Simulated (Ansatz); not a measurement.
Process, species as SMILES: F (HF) → HF+ (doublet, bonded as F) + e-
B3LYP-D3(BJ)/def2-TZVP geometries, fixed; electronic energies without zero-point terms.

How fast the adiabatic ionisation energy converges with the basis for several methods (Ansatz, a quantum-chemistry and plane-wave program): deviation from each method's own reference, in eV. References: B2PLYP 16.081 eV, the value in aug-cc-pV5Z; CCSD(T) 16.127 eV, Hartree-Fock in aug-cc-pV5Z plus the correlation part extrapolated as X^-3 from aug-cc-pVQZ and aug-cc-pV5Z; HF 14.241 eV, the value in aug-cc-pV5Z; MP2 16.377 eV, Hartree-Fock in aug-cc-pV5Z plus the correlation part extrapolated as X^-3 from aug-cc-pVQZ and aug-cc-pV5Z; PBE 16.108 eV, the value in aug-cc-pV5Z; PBE0 15.928 eV, the value in aug-cc-pV5Z. Cartesian d functions, on some or all atoms, in 6-31G*, 6-31G**, 6-31+G*; all else is spherical. In correlated methods cores are frozen. Open shells are unrestricted. No added dispersion term, no relativity. 

```
basis        functions  B2PLYP  CCSD(T)      HF     MP2     PBE    PBE0
-----------  ---------  ------  -------  ------  ------  ------  ------
pcseg-0             11       ?   -1.379  -0.322  -1.523  -0.937  -0.725
6-31G               11       ?   -1.101  -0.195  -1.209  -0.694  -0.524
def2-SV(P)          16       ?   -0.805  -0.079  -0.843  -0.507  -0.351
6-31G*              17       ?   -0.954  -0.277  -1.000  -0.680  -0.533
pcseg-1             19       ?   -0.453   0.132  -0.455  -0.196  -0.074
6-31G**             20       ?   -0.855  -0.240  -0.906  -0.644  -0.499
6-31+G*             21       ?   -0.468   0.041  -0.486  -0.043  -0.019
6-311G**            24       ?   -0.642  -0.057  -0.686  -0.321  -0.223
6-311+G**           28       ?   -0.376   0.091  -0.402   0.042   0.054
cc-pVTZ             44       ?   -0.320  -0.047  -0.343  -0.186  -0.130
aug-pcseg-2         69       ?   -0.147   0.023  -0.165   0.020   0.021
pcseg-3             93       ?   -0.072   0.008  -0.089   0.003   0.005
```

Fill in the missing entries.


- pcseg-0, B2PLYP: -1.034
- 6-31G, B2PLYP: -0.770
- def2-SV(P), B2PLYP: -0.545
- 6-31G*, B2PLYP: -0.715
- pcseg-1, B2PLYP: -0.227
- 6-31G**, B2PLYP: -0.662
- 6-31+G*, B2PLYP: -0.157
- 6-311G**, B2PLYP: -0.384
- 6-311+G**, B2PLYP: -0.073
- cc-pVTZ, B2PLYP: -0.201
- aug-pcseg-2, B2PLYP: -0.024
- pcseg-3, B2PLYP: -0.013

Mean absolute deviation over 6-311G**, 6-311+G**, cc-pVTZ, aug-pcseg-2: HF 0.055, PBE0 0.107, PBE 0.142, B2PLYP 0.171, CCSD(T) 0.371, MP2 0.399 eV.
